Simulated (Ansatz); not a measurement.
The cluster B3H6. Total charge 0; doublet. Geometry PBE-D4/def2-TZVP; atoms count from 1.

Cartesian coordinates in Å:
```
B 0.381 0.258 -0.708
B 0.148 -0.872 0.593
B -0.777 0.446 0.576
H 1.373 0.954 -0.708
H -1.622 0.774 1.342
H 0.160 -1.766 1.374
H 0.995 -1.049 -0.312
H -0.643 1.287 -0.341
H -0.015 -0.033 -1.816
```

The structure comes from a short search, and lower isomers may exist.

Question: Estimate the Mulliken populations from the PBE0/def2-TZVP orbitals of Ansatz.

Answer: 
```json
{"atom": "B1", "charge (e)": "-0.37", "spin (α − β)": "-0.11"}
{"atom": "B2", "charge (e)": "-0.12", "spin (α − β)": "0.50"}
{"atom": "B3", "charge (e)": "-0.12", "spin (α − β)": "0.50"}
{"atom": "H4", "charge (e)": "0.05", "spin (α − β)": "0.09"}
{"atom": "H5", "charge (e)": "0.09", "spin (α − β)": "-0.02"}
{"atom": "H6", "charge (e)": "0.09", "spin (α − β)": "-0.02"}
{"atom": "H7", "charge (e)": "0.17", "spin (α − β)": "-0.01"}
{"atom": "H8", "charge (e)": "0.17", "spin (α − β)": "-0.01"}
{"atom": "H9", "charge (e)": "0.05", "spin (α − β)": "0.09"}
```
Mulliken values and Mayer orders depend strongly on the basis.

Question: Where does the spin sit?

Answer: Summed by element: B 0.89, H 0.11, of 1 unpaired in all. Largest on single atoms: B3 0.50, B2 0.50, B1 -0.11.

Question: And the Mayer bond orders between bonded heavy atoms (over 0.3)?

Answer: B1–B2 0.60 (1.74 Å); B1–B3 0.60 (1.74 Å); B2–B3 1.23 (1.61 Å).
